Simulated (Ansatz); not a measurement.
**O2+ (sextet): from Hartree-Fock to the top rungs, def2-TZVPP**

An exercise on one series of results from a longer session: the logs are not shown, and one member is left open.

Computed with Ansatz 0.2.0, Gaussian basis. Level: def2-TZVPP, core rule «outside noble gas», up to 2 orbitals frozen.

The runs, in order: UHF; ROHF; CCSD(T) on UHF.

### What is computed

The geometry is a PBE0/def2-TZVP stationary point (not a proven minimum) of the parent state, kept for this charge and spin.

2 atoms, charge 1, spin multiplicity 6.

Atoms are counted from 1 here; the program's logs count them from 0.

Bond lengths: O1–O2 1.346 Å.

The first run:

in.yaml reads:

```yaml
crystal:
  periodic: [false, false, false]
  atoms:
    - {symbol: O, position_ang: [0.000000, 0.000000, 0.000000]}
    - {symbol: O, position_ang: [0.000000, 0.000000, 1.345600]}
basis:
  gaussian: {orbitals: def2-TZVPP}
total_charge: 1
magnetization: {spin_polarized: true, initial_magnetization: 5}
hamiltonian: {xc: hf}
output: {orbitals: {seedname: orbitals}}
```

On the command line:

```console
$ ansatz run in.yaml --threads 1 --pin off --events-out ev --progress --plain --max-ram 4096MiB --backend cpu
```

Among the steps run: UHF; ROHF; CCSD(T) on UHF.

One of the session's tables, all rows but one given; the rest of the session is left out.

| method | from UCCSD(T) (kcal/mol) |
| --- | --- |
| ROHF | +191.14 |
| UHF | +183.19 |
| UMP2 | ? |
| UCCSD | +3.51 |
| UCCSD(T) | 0 |

Q: Estimate the row for UMP2 from the others.

The run gave: from UCCSD(T) (kcal/mol): +23.05. In the column «from UCCSD(T) (kcal/mol)» it lies between UCCSD (+3.51) and UHF (+183.19).
